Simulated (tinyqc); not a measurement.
RHF in the sto-3g basis, for BH3, spin multiplicity 1, step by step (part 2 of 2). Computed by tinyqc, a small Python program that keeps every step (integrals from PySCF). Command: `OMP_NUM_THREADS=1 python tinyqc.py 30527 30528 out.jsonl` (the two numbers bound the seeds that draw the settings). One thread of a shared host (Intel(R) Xeon(R) Processor @ 2.60GHz), about 0.09 s of CPU time with the checks.

Geometry (angstrom):
```
atom        x        y       z
B      0.0000   0.0000  0.0310
H      1.4010   0.0000  0.0000
H     -0.7000   1.2130  0.0000
H     -0.7000  -1.2130  0.0000
```

## Iteration 1: diagonalisation and new density

Fock matrix F (hartree):
```
          1B 1s    1B 2s   1B 2px   1B 2py  1B 2pz    2H 1s    3H 1s    4H 1s
1B 1s   -7.2861  -2.1501   0.0000   0.0000  0.0005  -0.3458  -0.3462  -0.3462
1B 2s   -2.1501  -1.1454   0.0001   0.0000  0.0045  -0.4644  -0.4647  -0.4647
1B 2px   0.0000   0.0001   0.0826   0.0000  0.0000  -0.2410   0.1205   0.1205
1B 2py   0.0000   0.0000   0.0000   0.0824  0.0000   0.0000  -0.2089   0.2089
1B 2pz   0.0005   0.0045   0.0000   0.0000  0.2067   0.0059   0.0059   0.0059
2H 1s   -0.3458  -0.4644  -0.2410   0.0000  0.0059  -0.2514  -0.1200  -0.1200
3H 1s   -0.3462  -0.4647   0.1205  -0.2089  0.0059  -0.1200  -0.2516  -0.1200
4H 1s   -0.3462  -0.4647   0.1205   0.2089  0.0059  -0.1200  -0.1200  -0.2516
```

X:
```
              1        2        3        4        5        6        7        8
1B 1s   -0.4061   0.0000  -0.0005   0.9261   0.1574   0.0001   0.0000   0.2207
1B 2s    1.2221   0.0000   0.0011  -0.0182   0.0180   0.0002   0.0000   0.5016
1B 2px  -0.0012   0.0000   1.0049   0.0001   0.0000   0.5982   0.0000  -0.0002
1B 2py   0.0000   1.0052   0.0000   0.0000   0.0000   0.0000   0.5981   0.0000
1B 2pz  -0.0256   0.0000   0.0000  -0.1733   0.9847   0.0000   0.0000  -0.0104
2H 1s   -0.5894   0.0000  -0.8687  -0.2223  -0.0379   0.4618   0.0000   0.2954
3H 1s   -0.5911  -0.7520   0.4334  -0.2223  -0.0379  -0.2307   0.3998   0.2956
4H 1s   -0.5911   0.7520   0.4334  -0.2223  -0.0379  -0.2307  -0.3998   0.2956
```

D at the start:
```
          1B 1s    1B 2s   1B 2px   1B 2py   1B 2pz    2H 1s    3H 1s    4H 1s
1B 1s    2.1647  -0.5225   0.0000   0.0000  -0.0011  -0.0372  -0.0373  -0.0373
1B 2s   -0.5225   1.9581   0.0000   0.0000   0.0033   0.1354   0.1354   0.1354
1B 2px   0.0000   0.0000   0.2730   0.0000   0.0000   0.0566  -0.0283  -0.0283
1B 2py   0.0000   0.0000   0.0000   0.2729   0.0000   0.0000   0.0490  -0.0490
1B 2pz  -0.0011   0.0033   0.0000   0.0000   0.3199  -0.0010  -0.0010  -0.0010
2H 1s   -0.0372   0.1354   0.0566   0.0000  -0.0010   0.9508   0.0204   0.0204
3H 1s   -0.0373   0.1354  -0.0283   0.0490  -0.0010   0.0204   0.9507   0.0204
4H 1s   -0.0373   0.1354  -0.0283  -0.0490  -0.0010   0.0204   0.0204   0.9507
```

overlap S:
```
         1B 1s   1B 2s   1B 2px   1B 2py   1B 2pz    2H 1s    3H 1s    4H 1s
1B 1s   1.0000  0.2693   0.0000   0.0000   0.0000   0.0413   0.0413   0.0413
1B 2s   0.2693  1.0000   0.0000   0.0000   0.0000   0.3729   0.3731   0.3731
1B 2px  0.0000  0.0000   1.0000   0.0000   0.0000   0.4111  -0.2056  -0.2056
1B 2py  0.0000  0.0000   0.0000   1.0000   0.0000   0.0000   0.3562  -0.3562
1B 2pz  0.0000  0.0000   0.0000   0.0000   1.0000  -0.0091  -0.0091  -0.0091
2H 1s   0.0413  0.3729   0.4111   0.0000  -0.0091   1.0000   0.0568   0.0568
3H 1s   0.0413  0.3731  -0.2056   0.3562  -0.0091   0.0568   1.0000   0.0568
4H 1s   0.0413  0.3731  -0.2056  -0.3562  -0.0091   0.0568   0.0568   1.0000
```

A level shift of 0.5 hartree raises the virtual space: F + shift (S - S D(s) S), with D(s) the density of one spin (D/2). Diagonalise F' = X^T F X, C = X C', fill 4 alpha and 4 beta electrons from the bottom; D = 2 C_occ C_occ^T. Each column has its largest component positive (the first on a tie).

F' = X^T F X (hartree):
```
         1       2        3        4        5        6       7        8
1   0.5787  0.0000  -0.0007   1.0619   0.1724  -0.0002  0.0000   0.1523
2   0.0000  1.0017   0.0000   0.0000   0.0000   0.0000  0.2176   0.0000
3  -0.0007  0.0000   1.0012   0.0017   0.0003   0.2176  0.0000   0.0003
4   1.0619  0.0000   0.0017  -5.8108  -1.1337  -0.0007  0.0000  -2.4075
5   0.1724  0.0000   0.0003  -1.1337   0.4267  -0.0001  0.0000  -0.4421
6  -0.0002  0.0000   0.2176  -0.0007  -0.0001   0.0471  0.0000  -0.0005
7   0.0000  0.2176   0.0000   0.0000   0.0000   0.0000  0.0469   0.0000
8   0.1523  0.0000   0.0003  -2.4075  -0.4421  -0.0005  0.0000  -1.9671
```

orbital energies (hartree): MO1 -7.3005, MO2 -0.8775, MO3 -0.0004, MO4 -0.0002, MO5 0.6258, MO6 0.7798, MO7 1.0485, MO8 1.0489

coefficients C:
```
            MO1      MO2      MO3      MO4      MO5      MO6      MO7      MO8
1B 1s    0.9902  -0.2452   0.0000   0.0000  -0.0213  -0.2347   0.0001   0.0000
1B 2s    0.0358   0.6940   0.0000   0.0001   0.0983   1.1194  -0.0008   0.0000
1B 2px   0.0000   0.0000   0.0000   0.3711   0.0000   0.0006   1.1090   0.0000
1B 2py   0.0000   0.0000   0.3712   0.0000   0.0000   0.0000   0.0000   1.1093
1B 2pz  -0.0002  -0.0018   0.0000   0.0000   0.9952  -0.1001   0.0000   0.0000
2H 1s   -0.0024   0.2397   0.0000   0.6356  -0.0519  -0.6535  -0.7498   0.0000
3H 1s   -0.0024   0.2398   0.5503  -0.3176  -0.0519  -0.6532   0.3755  -0.6500
4H 1s   -0.0024   0.2398  -0.5503  -0.3176  -0.0519  -0.6532   0.3755   0.6500
```

D after iteration 1:
```
          1B 1s    1B 2s   1B 2px   1B 2py   1B 2pz    2H 1s    3H 1s    4H 1s
1B 1s    2.0811  -0.2694   0.0000   0.0000   0.0005  -0.1224  -0.1224  -0.1224
1B 2s   -0.2694   0.9657   0.0000   0.0000  -0.0025   0.3325   0.3326   0.3326
1B 2px   0.0000   0.0000   0.2755   0.0000   0.0000   0.4718  -0.2358  -0.2358
1B 2py   0.0000   0.0000   0.0000   0.2755   0.0000   0.0000   0.4085  -0.4085
1B 2pz   0.0005  -0.0025   0.0000   0.0000   0.0000  -0.0009  -0.0009  -0.0009
2H 1s   -0.1224   0.3325   0.4718   0.0000  -0.0009   0.9229  -0.2888  -0.2888
3H 1s   -0.1224   0.3326  -0.2358   0.4085  -0.0009  -0.2888   0.9224  -0.2888
4H 1s   -0.1224   0.3326  -0.2358  -0.4085  -0.0009  -0.2888  -0.2888   0.9224
```

## Iteration 2: building the Fock matrix

core Hamiltonian H = T + V (hartree):
```
           1B 1s    1B 2s   1B 2px   1B 2py   1B 2pz    2H 1s    3H 1s    4H 1s
1B 1s   -13.4542  -3.4925   0.0000   0.0000   0.0009  -0.5413  -0.5419  -0.5419
1B 2s    -3.4925  -4.5283   0.0000   0.0000   0.0084  -1.4703  -1.4714  -1.4714
1B 2px    0.0000   0.0000  -3.7765   0.0000   0.0000  -1.4286   0.7145   0.7145
1B 2py    0.0000   0.0000   0.0000  -3.7766   0.0000   0.0000  -1.2381   1.2381
1B 2pz    0.0009   0.0084   0.0000   0.0000  -3.6448   0.0329   0.0329   0.0329
2H 1s    -0.5413  -1.4703  -1.4286   0.0000   0.0329  -2.7793  -0.2315  -0.2315
3H 1s    -0.5419  -1.4714   0.7145  -1.2381   0.0329  -0.2315  -2.7800  -0.2315
4H 1s    -0.5419  -1.4714   0.7145   1.2381   0.0329  -0.2315  -0.2315  -2.7800
```

nuclear repulsion = 6.320079 hartree

Given earlier and not repeated: Two-electron integrals (ij|kl) in chemists' order.

J_ij = sum D_kl (ij|kl), K_ij = sum D_kl (ik|jl); F = H + J - 0.5 K; E = tr D H + tr D J / 2 - 0.25 tr D K + E_nn.

Coulomb J (hartree):
```
          1B 1s    1B 2s   1B 2px   1B 2py   1B 2pz    2H 1s    3H 1s    4H 1s
1B 1s    8.8408   1.8268   0.0000   0.0000  -0.0014   0.2791   0.2794   0.2794
1B 2s    1.8268   4.0457   0.0000   0.0000  -0.0108   1.3230   1.3239   1.3239
1B 2px   0.0000   0.0000   4.0927   0.0000   0.0000   1.4005  -0.7004  -0.7004
1B 2py   0.0000   0.0000   0.0000   4.0928   0.0000   0.0000   1.2137  -1.2137
1B 2pz  -0.0014  -0.0108   0.0000   0.0000   3.9378  -0.0326  -0.0327  -0.0327
2H 1s    0.2791   1.3230   1.4005   0.0000  -0.0326   3.0737   0.1951   0.1951
3H 1s    0.2794   1.3239  -0.7004   1.2137  -0.0327   0.1951   3.0741   0.1952
4H 1s    0.2794   1.3239  -0.7004  -1.2137  -0.0327   0.1951   0.1952   3.0741
```

exchange K (hartree):
```
          1B 1s    1B 2s   1B 2px   1B 2py   1B 2pz    2H 1s    3H 1s    4H 1s
1B 1s    5.9026   1.0758   0.0000   0.0000  -0.0003   0.1689   0.1691   0.1691
1B 2s    1.0758   1.2546  -0.0001   0.0000  -0.0114   0.6045   0.6049   0.6049
1B 2px   0.0000  -0.0001   0.8599   0.0000   0.0000   0.6509  -0.3254  -0.3254
1B 2py   0.0000   0.0000   0.0000   0.8603   0.0000   0.0000   0.5639  -0.5639
1B 2pz  -0.0003  -0.0114   0.0000   0.0000   0.2398  -0.0099  -0.0099  -0.0099
2H 1s    0.1689   0.6045   0.6509   0.0000  -0.0099   1.2046   0.0678   0.0678
3H 1s    0.1691   0.6049  -0.3254   0.5639  -0.0099   0.0678   1.2046   0.0678
4H 1s    0.1691   0.6049  -0.3254  -0.5639  -0.0099   0.0678   0.0678   1.2046
```

Fock matrix F (hartree):
```
          1B 1s    1B 2s   1B 2px   1B 2py   1B 2pz    2H 1s    3H 1s    4H 1s
1B 1s   -7.5648  -2.2037   0.0000   0.0000  -0.0004  -0.3467  -0.3471  -0.3471
1B 2s   -2.2037  -1.1099   0.0001   0.0000   0.0033  -0.4496  -0.4499  -0.4499
1B 2px   0.0000   0.0001  -0.1137   0.0000   0.0000  -0.3536   0.1768   0.1768
1B 2py   0.0000   0.0000   0.0000  -0.1139   0.0000   0.0000  -0.3064   0.3064
1B 2pz  -0.0004   0.0033   0.0000   0.0000   0.1731   0.0052   0.0052   0.0052
2H 1s   -0.3467  -0.4496  -0.3536   0.0000   0.0052  -0.3079  -0.0702  -0.0702
3H 1s   -0.3471  -0.4499   0.1768  -0.3064   0.0052  -0.0702  -0.3082  -0.0702
4H 1s   -0.3471  -0.4499   0.1768   0.3064   0.0052  -0.0702  -0.0702  -0.3082
```

total energy of this density = -25.935274 hartree

## Iteration 2: DIIS over 2 matrices

error matrix X^T (FDS - SDF) X:
```
         1       2        3        4        5        6        7       8
1   0.0000  0.0000   0.0000  -0.0237  -0.0042   0.0001   0.0000  0.0284
2   0.0000  0.0000   0.0000   0.0000   0.0000   0.0000  -0.2057  0.0000
3   0.0000  0.0000   0.0000   0.0000   0.0000  -0.2057   0.0000  0.0001
4   0.0237  0.0000   0.0000   0.0000   0.0021   0.0000   0.0000  0.0026
5   0.0042  0.0000   0.0000  -0.0021   0.0000   0.0000   0.0000  0.0008
6  -0.0001  0.0000   0.2057   0.0000   0.0000   0.0000   0.0000  0.0000
7   0.0000  0.2057   0.0000   0.0000   0.0000   0.0000   0.0000  0.0000
8  -0.0284  0.0000  -0.0001  -0.0026  -0.0008   0.0000   0.0000  0.0000
```

B (overlaps of the stored error matrices):
```
               1              2
1  1.3106630e+00  1.0431928e-01
2  1.0431928e-01  1.7200737e-01
```

Minimise |sum c_i e_i|^2 with sum c_i = 1: solve [B -1; -1 0][c; lambda] = [0; -1] with B_ij = tr e_i^T e_j, and take F = sum c_i F_i.

DIIS coefficients: 0.0531  0.9469

extrapolated F (hartree):
```
          1B 1s    1B 2s   1B 2px   1B 2py   1B 2pz    2H 1s    3H 1s    4H 1s
1B 1s   -7.5500  -2.2008   0.0000   0.0000  -0.0004  -0.3466  -0.3470  -0.3470
1B 2s   -2.2008  -1.1118   0.0001   0.0000   0.0034  -0.4504  -0.4507  -0.4507
1B 2px   0.0000   0.0001  -0.1033   0.0000   0.0000  -0.3476   0.1738   0.1738
1B 2py   0.0000   0.0000   0.0000  -0.1035   0.0000   0.0000  -0.3012   0.3012
1B 2pz  -0.0004   0.0034   0.0000   0.0000   0.1749   0.0052   0.0052   0.0052
2H 1s   -0.3466  -0.4504  -0.3476   0.0000   0.0052  -0.3049  -0.0729  -0.0729
3H 1s   -0.3470  -0.4507   0.1738  -0.3012   0.0052  -0.0729  -0.3052  -0.0729
4H 1s   -0.3470  -0.4507   0.1738   0.3012   0.0052  -0.0729  -0.0729  -0.3052
```

## Iteration 2: diagonalisation and new density

As before.

F' = X^T F X (hartree):
```
         1       2        3        4        5        6        7        8
1   0.7324  0.0000  -0.0005   1.1043   0.1845  -0.0001   0.0000   0.1988
2   0.0000  1.0208   0.0000   0.0000   0.0000   0.0000   0.2100   0.0000
3  -0.0005  0.0000   1.0204   0.0018   0.0003   0.2101   0.0000   0.0004
4   1.1043  0.0000   0.0018  -6.0110  -1.1781  -0.0008   0.0000  -2.5453
5   0.1845  0.0000   0.0003  -1.1781   0.4670  -0.0001   0.0000  -0.4643
6  -0.0001  0.0000   0.2101  -0.0008  -0.0001  -0.3766   0.0000  -0.0003
7   0.0000  0.2100   0.0000   0.0000   0.0000   0.0000  -0.3769   0.0000
8   0.1988  0.0000   0.0004  -2.5453  -0.4643  -0.0003   0.0000  -1.7820
```

orbital energies (hartree): MO1 -7.5546, MO2 -0.6454, MO3 -0.4077, MO4 -0.4075, MO5 0.6746, MO6 0.9319, MO7 1.0513, MO8 1.0517

coefficients C:
```
            MO1      MO2      MO3      MO4      MO5      MO6      MO7      MO8
1B 1s    0.9920  -0.2345   0.0000  -0.0001  -0.0108  -0.2387   0.0002   0.0000
1B 2s    0.0309   0.6817   0.0000   0.0003   0.0473   1.1304  -0.0010   0.0000
1B 2px   0.0000  -0.0002   0.0000   0.4455   0.0000   0.0007   1.0813   0.0000
1B 2py   0.0000   0.0000   0.4456   0.0000   0.0000   0.0000   0.0000   1.0815
1B 2pz  -0.0001  -0.0021   0.0000   0.0000   0.9987  -0.0543   0.0000   0.0000
2H 1s   -0.0048   0.2468   0.0000   0.5833  -0.0217  -0.6526  -0.7911   0.0000
3H 1s   -0.0048   0.2472   0.5049  -0.2914  -0.0217  -0.6521   0.3963  -0.6858
4H 1s   -0.0048   0.2472  -0.5049  -0.2914  -0.0217  -0.6521   0.3963   0.6858
```

D after iteration 2:
```
          1B 1s    1B 2s   1B 2px   1B 2py   1B 2pz    2H 1s    3H 1s    4H 1s
1B 1s    2.0779  -0.2584   0.0000   0.0000   0.0008  -0.1254  -0.1254  -0.1254
1B 2s   -0.2584   0.9312   0.0000   0.0000  -0.0028   0.3365   0.3365   0.3365
1B 2px   0.0000   0.0000   0.3970   0.0000   0.0000   0.5197  -0.2597  -0.2597
1B 2py   0.0000   0.0000   0.0000   0.3970   0.0000   0.0000   0.4499  -0.4499
1B 2pz   0.0008  -0.0028   0.0000   0.0000   0.0000  -0.0010  -0.0010  -0.0010
2H 1s   -0.1254   0.3365   0.5197   0.0000  -0.0010   0.8022  -0.2179  -0.2179
3H 1s   -0.1254   0.3365  -0.2597   0.4499  -0.0010  -0.2179   0.8019  -0.2178
4H 1s   -0.1254   0.3365  -0.2597  -0.4499  -0.0010  -0.2179  -0.2178   0.8019
```

## Iteration 12 (converged): orbitals

converged F (hartree):
```
          1B 1s    1B 2s   1B 2px   1B 2py   1B 2pz    2H 1s    3H 1s    4H 1s
1B 1s   -7.4290  -2.1766   0.0000   0.0000  -0.0005  -0.3433  -0.3437  -0.3437
1B 2s   -2.1766  -1.0395   0.0001   0.0000   0.0045  -0.4379  -0.4382  -0.4382
1B 2px   0.0000   0.0001  -0.1021   0.0000   0.0000  -0.3533   0.1767   0.1767
1B 2py   0.0000   0.0000   0.0000  -0.1023   0.0000   0.0000  -0.3061   0.3061
1B 2pz  -0.0005   0.0045   0.0000   0.0000   0.2438   0.0054   0.0054   0.0054
2H 1s   -0.3433  -0.4379  -0.3533   0.0000   0.0054  -0.2893  -0.0771  -0.0771
3H 1s   -0.3437  -0.4382   0.1767  -0.3061   0.0054  -0.0771  -0.2895  -0.0771
4H 1s   -0.3437  -0.4382   0.1767   0.3061   0.0054  -0.0771  -0.0771  -0.2895
```

Diagonalise F' = X^T F X, C = X C', fill 4 alpha and 4 beta electrons from the bottom; D = 2 C_occ C_occ^T. Each column has its largest component positive (the first on a tie).

F' = X^T F X (hartree):
```
         1       2        3        4        5        6        7        8
1   0.3217  0.0000  -0.0005   0.9782   0.1642   0.0000   0.0000   0.2898
2   0.0000  0.5821   0.0000   0.0000   0.0000   0.0000   0.0956   0.0000
3  -0.0005  0.0000   0.5817   0.0016   0.0003   0.0956   0.0000   0.0005
4   0.9782  0.0000   0.0016  -5.9420  -1.0928  -0.0008   0.0000  -2.5026
5   0.1642  0.0000   0.0003  -1.0928   0.0506  -0.0001   0.0000  -0.4501
6   0.0000  0.0000   0.0956  -0.0008  -0.0001  -0.3971   0.0000  -0.0003
7   0.0000  0.0956   0.0000   0.0000   0.0000   0.0000  -0.3973   0.0000
8   0.2898  0.0000   0.0005  -2.5026  -0.4501  -0.0003   0.0000  -1.7458
```

orbital energies (hartree): MO1 -7.4342, MO2 -0.6023, MO3 -0.4065, MO4 -0.4064, MO5 0.2435, MO6 0.4775, MO7 0.5910, MO8 0.5914

coefficients C:
```
            MO1      MO2      MO3      MO4      MO5      MO6      MO7      MO8
1B 1s    0.9915  -0.2245   0.0000  -0.0001  -0.0125  -0.2499   0.0003   0.0000
1B 2s    0.0326   0.6295   0.0000   0.0003   0.0533   1.1599  -0.0013   0.0000
1B 2px   0.0000  -0.0002   0.0000   0.4987   0.0000   0.0010   1.0578   0.0000
1B 2py   0.0000   0.0000   0.4986   0.0000   0.0000   0.0000   0.0000   1.0581
1B 2pz  -0.0001  -0.0034   0.0000   0.0000   0.9985  -0.0575   0.0001   0.0000
2H 1s   -0.0051   0.2762   0.0000   0.5432  -0.0226  -0.6409  -0.8189   0.0000
3H 1s   -0.0051   0.2765   0.4703  -0.2714  -0.0226  -0.6400   0.4105  -0.7100
4H 1s   -0.0051   0.2765  -0.4703  -0.2714  -0.0226  -0.6400   0.4105   0.7100
```

D after iteration 12:
```
          1B 1s    1B 2s   1B 2px   1B 2py   1B 2pz    2H 1s    3H 1s    4H 1s
1B 1s    2.0669  -0.2179   0.0000   0.0000   0.0014  -0.1342  -0.1342  -0.1342
1B 2s   -0.2179   0.7947   0.0001   0.0000  -0.0043   0.3477   0.3477   0.3477
1B 2px   0.0000   0.0001   0.4973   0.0000   0.0000   0.5417  -0.2708  -0.2708
1B 2py   0.0000   0.0000   0.0000   0.4973   0.0000   0.0000   0.4690  -0.4690
1B 2pz   0.0014  -0.0043   0.0000   0.0000   0.0000  -0.0019  -0.0019  -0.0019
2H 1s   -0.1342   0.3477   0.5417   0.0000  -0.0019   0.7428  -0.1421  -0.1421
3H 1s   -0.1342   0.3477  -0.2708   0.4690  -0.0019  -0.1421   0.7426  -0.1420
4H 1s   -0.1342   0.3477  -0.2708  -0.4690  -0.0019  -0.1421  -0.1420   0.7426
```

## Convergence

Stop when the energy changes by less than 1e-09 hartree and every element of the error matrix X^T (F D S - S D F) X is below 9e-06.

Course of the cycle:
```
iteration  E (hartree)     change  largest element of the error matrix
1           -25.608099          -                             7.11e-01
2           -25.935274  -3.27e-01                             2.06e-01
3           -25.975737  -4.05e-02                             8.34e-02
4           -25.984686  -8.95e-03                             3.28e-02
5           -25.986271  -1.58e-03                             1.15e-02
6           -25.986456  -1.85e-04                             3.85e-03
7           -25.986476  -2.00e-05                             1.29e-03
8           -25.986478  -2.17e-06                             4.37e-04
9           -25.986479  -2.41e-07                             1.46e-04
10          -25.986479  -2.64e-08                             4.91e-05
11          -25.986479  -2.89e-09                             1.65e-05
12          -25.986479  -3.18e-10                             5.51e-06
```

PySCF RHF in the same basis = -25.986479 hartree

Converged in 12 iterations.

## Populations, bond orders and dipole

Mulliken: Z minus the diagonal of D S on the atom; Loewdin: the same with S^(1/2) D S^(1/2); Mayer order: 2 sum_s sum (D(s) S)_ij (D(s) S)_ji over the two atoms.

Charges (e):
```
atom  Mulliken  Loewdin
1B      0.2205   0.2144
2H     -0.0735  -0.0715
3H     -0.0735  -0.0714
4H     -0.0735  -0.0714
```

Mayer bond orders:
```
pair   order
2-1   0.9765
3-1   0.9765
3-2   0.0090
4-1   0.9765
4-2   0.0090
4-3   0.0090
```

dipole moment about the origin, x y z (debye): -0.0008  0.0000  0.0800
